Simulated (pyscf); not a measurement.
H₃C–GaH–OH (SMILES [CH3][GaH][OH]) + H₂O (SMILES O) → H₃C–Ga(OH)–OH (SMILES [CH3][Ga]([OH])[OH]) + H₂ (SMILES [H][H]), a four-centre exchange (singlet surface; Ga–H, H–O broken, Ga–O, H–H formed). PySCF, gas phase, ωB97X-D3(BJ)/def2-SVP geometries. Energies in eV from the separated reactants.

AM1 to PM7: differences of heats of formation from MOPAC, which are fitted to 298 K values and so differ in kind from electronic energies by zero-point and thermal terms. 

Q: Quick PM6 single points give ΔE‡ = 1.15 eV and ΔE = -1.10 eV. What does ωB97M-D3(BJ)/def2-TZVP give, and how far is the quick result from it?

A: ωB97M-D3(BJ)/def2-TZVP gives ΔE‡ = 0.58 eV and ΔE = -0.47 eV. PM6 lies 0.57 eV over it in the barrier and 0.64 eV under it in the reaction energy, so on this step it does not hold to within 0.13 eV. ωB97M-D3(BJ)/def2-TZVP has limits of its own. On the reactant side the descent ends in an adduct with a Ga–O contact (not fully relaxed), 0.69 eV under the separated species and 1.21 eV under the saddle at ωB97X-D3(BJ)/def2-TZVP. What is counted as formed (Ga–O) is already present as a longer contact in the reactant adduct; forming that adduct is a step of its own. At the saddle there is also a short Ga–H contact that neither side keeps. One saddle was located; it need not be the lowest between these sides. In the def2 sets elements up to Kr have no core potential.
